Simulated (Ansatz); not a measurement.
Geometry optimisation, Ansatz 0.2.0, RKS PBE0-D4/6-31G*.

input.yaml

```yaml
crystal:
  periodic: [false, false, false]
  atoms:
    - { symbol: Al, position_ang: [0.318772, 0.530234, -0.233753] }
    - { symbol: O, position_ang: [-0.443207, -0.278484, 2.512699] }
    - { symbol: H, position_ang: [-1.407236, -0.331609, 2.530123] }
    - { symbol: H, position_ang: [1.591276, -0.395855, -0.470496] }
    - { symbol: H, position_ang: [-1.112871, 0.217254, -0.867532] }
    - { symbol: P, position_ang: [0.51046, 2.476716, 0.971487] }
    - { symbol: H, position_ang: [1.823972, 2.86968, 0.609084] }
    - { symbol: H, position_ang: [-0.169205, 3.357238, 0.090434] }
    - { symbol: H, position_ang: [-0.243161, 0.666227, 2.714554] }
basis:
  gaussian: { orbitals: "6-31G*" }
hamiltonian:
  xc: pbe0
  dispersion: d4
relax:
  f_tol: 0.03
  max_steps: 50
```

Launched with:

```bash
$ ansatz run input.yaml --threads 1 --pin off --max-ram 2048MiB --backend cpu --events-out ev --progress --plain --runs-dir out
```

Problem. Where does it end, and by what steps?

Solution. The run converged. After 8 steps the energy has fallen by 0.639 eV; H3 moved furthest, 0.50 Å. Joined: Al1–O2 (2.96 → 2.04 Å).

| step | energy less start (eV) | largest force component (eV/Å) | accepted |
| --- | --- | --- | --- |
| 0 | 0.0000 | 0.772 | yes |
| 1 | -0.1397 | 1.288 | yes |
| 2 | -0.4072 | 1.198 | yes |
| 3 | -0.5700 | 1.036 | yes |
| 4 | -0.5916 | 0.431 | yes |
| 5 | -0.6273 | 0.322 | yes |
| 6 | -0.6359 | 0.129 | yes |
| 7 | -0.6386 | 0.061 | yes |
| 8 | -0.6394 | 0.018 | yes |

```xyz
9
Properties=species:S:1:pos:R:3
Al 0.204 0.467 0.198
O -0.346 -0.190 2.050
H -1.272 -0.472 2.074
H 1.471 -0.440 -0.142
H -1.212 0.214 -0.514
P 0.588 2.653 1.021
H 1.859 2.915 0.447
H -0.161 3.393 0.069
H -0.263 0.570 2.653
```

Whether the end is a true minimum wasn't checked by a vibrational analysis.

Time of the run: 15 s on 1 thread of Intel(R) Xeon(R) 6975P-C (Granite Rapids) (shared host), peak memory 0.15 GiB.
